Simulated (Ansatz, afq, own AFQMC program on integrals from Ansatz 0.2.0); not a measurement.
# Breaking Si2–F3 in CH₆ClFGeSi, singlet

```xyz
11

C    -0.8062   -1.2675    0.9755
Si    0.5463   -0.5447   -0.0719
F     1.9452   -0.6509    0.7552
Cl    0.7733   -1.7023   -1.7752
Ge    0.2656    1.7165   -0.7454
H    -0.9137   -0.6998    1.9129
H    -0.5723   -2.3142    1.2247
H    -1.7667   -1.2448    0.4388
H     0.1464    2.6370    0.4838
H     1.4662    2.1638   -1.5942
H    -1.0188    1.8499   -1.5835
```

Products: CH$_{6}$ClGeSi (doublet; CH3–Si(–Cl)–GeH3) and F (doublet), each relaxed with PBE0/def2-SVP like the molecule; electronic energies without zero-point terms. Determinants: RHF, UHF and UHF in that order.

Basis def2-SVP. Only valence electrons are correlated. Ansatz 0.2.0 and our own AFQMC program on the same integrals; the CISD trial comes from CCSD amplitudes, and released means the phaseless constraint is let go. Uncertainties: one standard error, sampling alone. No spin–orbit coupling. The errors of all members are added in quadrature.

No full CI on the walks' own integrals is used here. The released AFQMC energy serves as the reference, which it does only where one determinant dominates, the energy is flat over the last release times and near the phaseless one (40 meV or 2 meV an electron, half that with transition metals). On small molecules, where full CI could be run and the noise was under 10 meV, such values lay within 10 meV of it in 19 cases of 20, a flattering rate, since the rule was set on those same cases; what remains of the bias isn't in the error bar. Each member takes its own surest rung, up to full CI.

The best estimate is CCSD(T) at the basis-set limit (CBS: def2-TZVPP and def2-QZVPP, with their diffuse functions for anions and beside diffuse sets, MP2 extrapolated, CCSD(T) minus MP2 from TZVPP) plus the step from CCSD(T) to AFQMC with the constraint released in def2-SVP. Rows without CBS are in def2-SVP, the functionals in def2-TZVP; B2PLYP and the wave-function rows carry a basis error of their own. Core correlation and relativity beyond core potentials are missing, and ± holds the sampling alone.

Cautions: inner d shell frozen; no relativity below Rb; no spin-orbit coupling; CH₆ClFGeSi (singlet): the released value is read at 0.63 1/Eh with a noise of 16 meV, more than in the cases checked, later times being too noisy (meV from the phaseless value at times in 1/Eh: -6 ± 13 at 0.21, 0 ± 11 at 0.42, -3 ± 16 at 0.63, -10 ± 25 at 0.90); CH₆ClGeSi (doublet): the released value is read at 0.90 1/Eh with a noise of 10 meV, more than in the cases checked (meV from the phaseless value at times in 1/Eh: -17 ± 11 at 0.21, -27 ± 8 at 0.42, -28 ± 10 at 0.63, -32 ± 10 at 0.90).

Best estimate: 155.2 ± 0.4 kcal/mol.

```tsv
level	bond energy (kcal/mol)	error against the best estimate (kcal/mol)
HF	111.3	-43.9 ± 0.4
MP2	149.4	-5.7 ± 0.4
CCSD	141.0	-14.2 ± 0.4
CCSD(T)	142.0	-13.2 ± 0.4
ph-AFQMC/CISD	142.3 ± 0.3	-12.9 ± 0.5
released AFQMC	141.5 ± 0.4	-13.7
HF/CBS	115.8	-39.3 ± 0.4
MP2/CBS	163.6	8.4 ± 0.4
CCSD(T)/CBS	155.6	0.4 ± 0.4
PBE	151.5	-3.7 ± 0.4
r2SCAN	150.1	-5.1 ± 0.4
PBE0	147.4	-7.8 ± 0.4
B3LYP	148.8	-6.4 ± 0.4
wB97M-V	154.9	-0.3 ± 0.4
B2PLYP	151.5	-3.7 ± 0.4
```

Correlation beyond CCSD(T) changes it by less than twice the noise. Going to the basis-set limit adds 13.6 kcal/mol at CCSD(T). The perturbative (T) step is worth +1.0 kcal/mol.

Best estimates are given only where the step beyond CCSD(T) is under 0.3 eV and no member's determinant is very poor (T1 over 0.05, or 0.07 for open shells, ⟨S²⟩ too high by 0.3, two states mixed), so the hardest cases are missing from such tables.

The functionals ran in a triple-zeta set and keep a basis error of their own, a few kJ/mol for each bond in atomization energies and more for double hybrids, so close places among them and the extrapolated levels can swap.

Each member of a difference takes its own highest rung, so a best estimate needn't equal the limit plus the step of one row. Released energies are given only where the last usable release times agree within the noise; a slower fall can still hide under it.
